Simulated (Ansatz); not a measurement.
Geometry optimisation, Ansatz 0.2.0, RKS B3LYP-D4/def2-SVP.

The input (input.yaml):

```yaml
crystal:
  periodic: [false, false, false]
  atoms:
    - { symbol: "N", position_ang: [-0.33957, 1.2388, -0.4698] }
    - { symbol: C, position_ang: [0.48618, 0.46446, 0.48758] }
    - { symbol: C, position_ang: [0.69384, -0.84863, 0.59433] }
    - { symbol: O, position_ang: [-0.12549, -1.61618, -0.42847] }
    - { symbol: H, position_ang: [-0.08084, -0.18905, -0.17538] }
    - { symbol: H, position_ang: [-1.15484, 1.6227, 0.02113] }
    - { symbol: H, position_ang: [1.00351, 1.13082, 1.18817] }
    - { symbol: H, position_ang: [0.13999, -2.52779, -0.28124] }
total_charge: -1
basis:
  gaussian: { orbitals: def2-SVP }
hamiltonian:
  xc: b3lyp
  dispersion: d4
relax:
  f_tol: 0.02
  max_steps: 50
```

Command:

```bash
$ ansatz run input.yaml --threads 1 --pin off --max-ram 2048MiB --backend cpu --events-out ev --progress --plain --runs-dir out
```

Where does it end, and by what steps?

It converged. Limits of this set-up: an anion without diffuse functions, the dipole of an ion depends on the origin. After 12 steps the energy has fallen by 4.752 eV; H5 moved furthest, 1.08 Å. Parted: C2–H5, C3–H5. Joined: N1–H5.

| step | energy less start (eV) | largest force component (eV/Å) | accepted |
| --- | --- | --- | --- |
| 0 | 0.0000 | 5.667 | yes |
| 1 | -0.7085 | 3.120 | yes |
| 2 | -1.8862 | 3.215 | yes |
| 3 | -3.1485 | 3.325 | yes |
| 4 | -4.0088 | 3.064 | yes |
| 5 | -4.5677 | 1.909 | yes |
| 6 | -4.7084 | 0.584 | yes |
| 7 | -4.7154 | 0.710 | yes |
| 8 | -4.7488 | 0.171 | yes |
| 9 | -4.7506 | 0.125 | yes |
| 10 | -4.7512 | 0.062 | yes |
| 11 | -4.7511 | 0.062 | no |
| 12 | -4.7516 | 0.005 | yes |

```xyz
8
Properties=species:S:1:pos:R:3
N -0.290 1.092 -0.351
C 0.584 0.418 0.618
C 0.801 -0.924 0.707
O -0.082 -1.595 -0.257
H -0.574 0.337 -0.983
H -1.173 1.347 0.114
H 1.168 1.111 1.246
H 0.188 -2.510 -0.158
```

Whether the end is a true minimum wasn't checked by a vibrational analysis.

Run time: 27 s on 1 thread of Arm Neoverse V2 (shared host), peak memory 0.14 GiB.
